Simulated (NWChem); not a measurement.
# triplet CH3NO: levels of theory compared

We compute a comparison of 6 runs (UHF/3-21G, UB3LYP/6-31G*, UB3LYP/def2-TZVP, UM06-2X/def2-TZVP, UPBE0/def2-TZVP) of triplet CH3NO. 

The results are computed with NWChem 7.3.0.

51 further runs of the same task are left out: 51 set aside as unsound or not needed. Runs told in other sessions of the task aren't counted.

## Step 1: Starting point

The species is CH3NO (6 atoms), meant as a triplet with charge 0. SMILES of the parent species: `CN=O`. The shape is that of a PBE0-D4/def2-TZVP optimisation. That shape belongs to the parent species and isn't relaxed for this state.

Bond lengths: C1–N2 1.468 Å, N2–O3 1.193 Å, C1–H4 1.094 Å, C1–H5 1.094 Å, C1–H6 1.092 Å. Angles: C1–N2–O3 113.9°, N2–C1–H4 106.8°, N2–C1–H5 106.8°, N2–C1–H6 111.9°, H4–C1–H5 107.0°, H4–C1–H6 112.0°, H5–C1–H6 112.0°.

## Step 2: A single-point energy at UHF/3-21G (run 1)

File run.py:

```python
from ase import Atoms
from ase.calculators.nwchem import NWChem

mol = Atoms('CNOHHH', positions=[
    [-0.173320, 0.295060, -0.257500],
    [-0.093510, -0.930080, 0.547430],
    [0.960290, -1.089300, 1.083500],
    [-0.434830, -0.011430, -1.274170],
    [-1.017200, 0.873040, 0.129410],
    [0.758570, 0.862730, -0.228690],
])

calc = NWChem(
    label='test',
    theory='scf',
    memory='2200 mb',
    basis='3-21G',
    basispar='spherical bse',
    scf={'nopen': '2', 'uhf': None, 'thresh': '1e-08', 'maxiter': '80'},
    task='energy',
)
mol.calc = calc

print(f"energy = {mol.get_potential_energy():.6f} eV")
```

The run is started by

```bash
export ASE_NWCHEM_COMMAND="nwchem PREFIX.nwi > PREFIX.nwo"
python run.py
```

The program printed:

```text
energy = -4567.687126 eV
```

The calculator wrote test.nwi:

```
title "test"

permanent_dir test

scratch_dir test

start test

geometry units angstrom nocenter noautosym noautoz
  C  -1.7332000000000000e-01 2.9505999999999999e-01 -2.5750000000000001e-01
  N  -9.3509999999999996e-02 -9.3008000000000002e-01 5.4742999999999997e-01
  O  9.6028999999999998e-01 -1.0892999999999999e+00 1.0834999999999999e+00
  H  -4.3482999999999999e-01 -1.1429999999999999e-02 -1.2741700000000000e+00
  H  -1.0172000000000001e+00 8.7304000000000004e-01 1.2941000000000000e-01
  H  7.5856999999999997e-01 8.6273000000000000e-01 -2.2869000000000000e-01
end

memory 2200 mb

basis spherical bse noprint
   * library 3-21G
end

scf
  nopen 2
  uhf
  thresh 1e-08
  maxiter 80
end

task scf energy
```

test.nwo:

```text
Northwest Computational Chemistry Package (NWChem) 7.3.0
             --------------------------------------------------------

           Job information
           ---------------

    nwchem branch   = 7.3.0
    use scalapack   = T
    input           = test.nwi
    prefix          = test.
    data base       = test/test.db
    status          = startup
    nproc           =        1

           Memory information
           ------------------

    heap     =     72089598 doubles =      550.0 Mbytes
    stack    =     72089595 doubles =      550.0 Mbytes
    global   =    144179200 doubles =     1100.0 Mbytes (distinct from heap & stack)
    total    =    288358393 doubles =     2200.0 Mbytes
    verify   = yes
    hardfail = no

[... 39 lines left out ...]
            Nuclear Dipole moment (a.u.)
[... 83 lines left out ...]
 1-e energy   =    -368.681996
[... 7 lines left out ...]
         Quadratically convergent UHF
[... 16 lines left out ...]
       Final UHF  results
[... 3 lines left out ...]
      One electron energy =   -369.030430444204
[... 1 line left out ...]
 Nuclear repulsion energy =     70.928017868859
[... 35 lines left out ...]
          Final beta eigenvalues
[... 209 lines left out ...]
                     UHF Final Beta Molecular Orbital Analysis
[... 224 lines left out ...]
    Atom       Charge   Shell Charges
 -----------   ------   -------------------------------------------------------
    1 C    6     0.01   0.00  0.01  0.04 -0.01 -0.04
    2 N    7     0.96   0.00  0.03  0.52  0.09  0.32
    3 O    8     0.98   0.00  0.02  0.59  0.03  0.33
    4 H    1     0.02   0.01  0.01
    5 H    1     0.02   0.01  0.01
    6 H    1     0.01  -0.00  0.01

       Multipole analysis of the density wrt the origin
       ------------------------------------------------

     L   x y z        total         alpha         beta         nuclear
     -   - - -        -----         -----         ----         -------
     0   0 0 0     -0.000000    -13.000000    -11.000000     24.000000

     1   1 0 0     -0.241896     -5.807854     -4.438950     10.004909
[... 8 lines of this table left out ...]
     2   0 0 2    -13.936587    -34.421642    -28.009741     48.494796

 Task  times  cpu:        0.7s     wall:        0.7s
 Total times  cpu:        0.7s     wall:        0.7s
```

Wall time 1.6 s (1 thread of Intel Xeon 6975P-C (Granite Rapids), shared host); peak memory 0.1 GiB.

## Step 3: The energy at UB3LYP/6-31G(d) (spherical functions) (run 2)

File run.py:

```python
from ase import Atoms
from ase.calculators.nwchem import NWChem

mol = Atoms(['C', 'N', 'O', 'H', 'H', 'H'], positions=[
    [-0.173320, 0.295060, -0.257500],
    [-0.093510, -0.930080, 0.547430],
    [0.960290, -1.089300, 1.083500],
    [-0.434830, -0.011430, -1.274170],
    [-1.017200, 0.873040, 0.129410],
    [0.758570, 0.862730, -0.228690],
])

calc = NWChem(
    label='ch3no',
    theory='dft',
    memory='2200 mb',
    basis='6-31G*',
    basispar='spherical bse',
    dft={'xc': 'b3lyp', 'mult': '3', 'grid': 'xfine', 'convergence': 'energy 1e-08', 'iterations': '100', 'mulliken': None},
    task='energy',
)
mol.calc = calc

print(f"energy = {mol.get_potential_energy():.6f} eV")
```

The run is started by

```bash
export ASE_NWCHEM_COMMAND="nwchem PREFIX.nwi > PREFIX.nwo"
python run.py
```

The program printed:

```text
energy = -4619.364281 eV
```

The calculator wrote ch3no.nwi:

```
title "ch3no"

permanent_dir ch3no

scratch_dir ch3no

start ch3no

geometry units angstrom nocenter noautosym noautoz
  C  -1.7332000000000000e-01 2.9505999999999999e-01 -2.5750000000000001e-01
  N  -9.3509999999999996e-02 -9.3008000000000002e-01 5.4742999999999997e-01
  O  9.6028999999999998e-01 -1.0892999999999999e+00 1.0834999999999999e+00
  H  -4.3482999999999999e-01 -1.1429999999999999e-02 -1.2741700000000000e+00
  H  -1.0172000000000001e+00 8.7304000000000004e-01 1.2941000000000000e-01
  H  7.5856999999999997e-01 8.6273000000000000e-01 -2.2869000000000000e-01
end

memory 2200 mb

basis spherical bse noprint
   * library 6-31G*
end

dft
  xc b3lyp
  mult 3
  grid xfine
  convergence energy 1e-08
  iterations 100
  mulliken
end

task dft energy
```

ch3no.nwo:

```text
Northwest Computational Chemistry Package (NWChem) 7.3.0
             --------------------------------------------------------

           Job information
           ---------------

    nwchem branch   = 7.3.0
    use scalapack   = T
    input           = ch3no.nwi
    prefix          = ch3no.
    data base       = ch3no/ch3no.db
    status          = startup
    nproc           =        1

           Memory information
           ------------------

    heap     =     72089596 doubles =      550.0 Mbytes
    stack    =     72089601 doubles =      550.0 Mbytes
    global   =    144179200 doubles =     1100.0 Mbytes (distinct from heap & stack)
    total    =    288358397 doubles =     2200.0 Mbytes
    verify   = yes
    hardfail = no

[... 104 lines left out ...]
  convergence criterion.
[... 17 lines left out ...]
          Convergence on gradient requested:  5.00D-04
[... 27 lines left out ...]
          Convergence aids based upon iterative change in
[... 28 lines left out ...]
 1-e energy   =    -369.354851
[... 55 lines left out ...]
         Total DFT energy =     -169.758507597846
[... 2 lines left out ...]
    Exchange-Corr. energy =      -22.011009371154
[... 346 lines left out ...]
                     DFT Final Beta Molecular Orbital Analysis
[... 419 lines left out ...]
 center of mass
 --------------
 x =   0.47311294 y =  -1.05642753 z =   0.86138786

 moments of inertia (a.u.)
 ------------------
         127.509926944194          35.911952790026         -41.331552494852
          35.911952790026         108.364198858794          55.413232919371
         -41.331552494852          55.413232919371         120.735755932399

     Multipole analysis of the density
     ---------------------------------

     L   x y z        total         alpha         beta         nuclear
     -   - - -        -----         -----         ----         -------
     0   0 0 0     -0.000000    -13.000000    -11.000000     24.000000

     1   1 0 0     -0.262517     -5.714870     -4.552555     10.004909
[... 8 lines of this table left out ...]
     2   0 0 2    -13.722716    -34.255297    -27.962215     48.494796

 Task  times  cpu:       14.9s     wall:       14.9s
 Total times  cpu:       14.9s     wall:       14.9s
```

It took 16 s on 1 thread of Intel Xeon 6975P-C (Granite Rapids), shared host; peak memory 0.13 GiB.

Runs 3 to 5 aren't shown in full; the table further down has their settings and results.

## Step 4: A single-point energy at UPBE0/def2-TZVP (run 6)

File ch3no.xyz:

```xyz
6
CH3NO
C     -0.173320     0.295060    -0.257500
N     -0.093510    -0.930080     0.547430
O      0.960290    -1.089300     1.083500
H     -0.434830    -0.011430    -1.274170
H     -1.017200     0.873040     0.129410
H      0.758570     0.862730    -0.228690
```

File ch3no.nw:

```
start ch3no
title "CH3NO"
memory 2200 mb
geometry units angstroms noautosym nocenter noautoz
   load format xyz ch3no.xyz
end
basis spherical bse
   * library def2-TZVP
end
dft
   xc pbe0
   mult 3
   grid fine
   convergence energy 1e-08
   maxiter 100
   mulliken
   noprint "final vectors analysis"
end
task dft energy
```

The run is started by

```bash
nwchem ch3no.nw > ch3no.out
```

The program printed:

```text
[...]
          Wavefunction type:  spin polarized.
          No. of atoms     :     6
          No. of electrons :    24
[...]
          Charge           :     0
          Spin multiplicity:     3
[...]
          AO basis - number of functions:   111
[...]
              XC Information
              --------------
                         PBE0 Method XC Functional
                     Hartree-Fock (Exact) Exchange  0.250
          PerdewBurkeErnzerhof Exchange Functional  0.750
            Perdew 1991 LDA Correlation Functional  1.000 local
           PerdewBurkeErnz. Correlation Functional  1.000 non-local
[...]
 d= 0,ls=0.0,diis     1   -169.5841072660 -2.41D+02  3.18D-03  1.63D-01     2.1
[...]
 d= 0,ls=0.0,diis    12   -169.6437891788 -3.16D-09  8.26D-08  1.06D-10    23.3
[...]
         Total DFT energy =     -169.643789178753
      One electron energy =     -370.858266171781
           Coulomb energy =      152.093771406904
    Exchange-Corr. energy =      -21.807312282735
 Nuclear repulsion energy =       70.928017868859
[...]
      Total Density - Mulliken Population Analysis
     ---------------------------------------------
    Atom       Charge   Shell Charges
 -----------   ------   -------------------------------------------------------
    1 C    6     6.28   0.85  1.12  0.51  0.66  0.10  1.30  1.29  0.36  0.02  0.06  0.01
    2 N    7     6.98   0.82  1.15  0.58  0.79  0.25  1.48  1.41  0.40  0.02  0.08  0.01
    3 O    8     8.18   0.79  1.18  0.61  0.97  0.34  1.84  1.76  0.64  0.01  0.04  0.00
    4 H    1     0.86   0.27  0.47  0.09  0.02
    5 H    1     0.86   0.27  0.47  0.09  0.02
    6 H    1     0.85   0.27  0.47  0.09  0.02
[...]
      <S2> =      2.0081 (Exact =     2.0000)
[...]
```

Run time: 24 s. Hardware: 1 thread of Intel Xeon 6975P-C (Granite Rapids), shared host; peak memory 0.13 GiB.

## Step 5: All runs side by side

| run | level | iteration cap | module | energy (Eh) | dipole moment (D) | HOMO energy (eV) | LUMO energy (eV) | wall time |
| --- | --- | --- | --- | --- | --- | --- | --- | --- |
| 1 | UHF/3-21G | 80 | scf | -167.859407 | 2.67 | -10.34 | 3.39 | 1.6 s |
| 2 | UB3LYP/6-31G* (spherical functions) | 100 | dft | -169.758508 | 2.23 | -5.02 | -2.86 | 16 s |
| 3 | UB3LYP/6-31G* (Cartesian functions) | 100 | dft | -169.761943 | 2.24 | -5.03 | -2.89 | 17 s |
| 4 | UB3LYP/def2-TZVP | 100 | dft | -169.836767 | 2.30 | -5.41 | -3.29 | 24 s |
| 5 | UM06-2X/def2-TZVP | 100 | dft | -169.753839 | 2.36 | -7.26 | -1.80 | 29 s |
| 6 | UPBE0/def2-TZVP | 100 | dft | -169.643789 | 2.29 | – | – | 24 s |

## Step 6: What came out

| quantity | value |
| --- | --- |
| run 6: total energy | -169.64379 Eh |
| run 6: dipole moment | 2.29 D |
| run 6: ⟨S²⟩ | 2.008 |

In words: The dipole moment (its size) runs from 2.23 D (UB3LYP/6-31G*) to 2.67 D (UHF/3-21G). The two ends differ in method and basis. Totals of different functionals can't be ranked against each other. All runs together took 1.9 min, the longest 29 s.
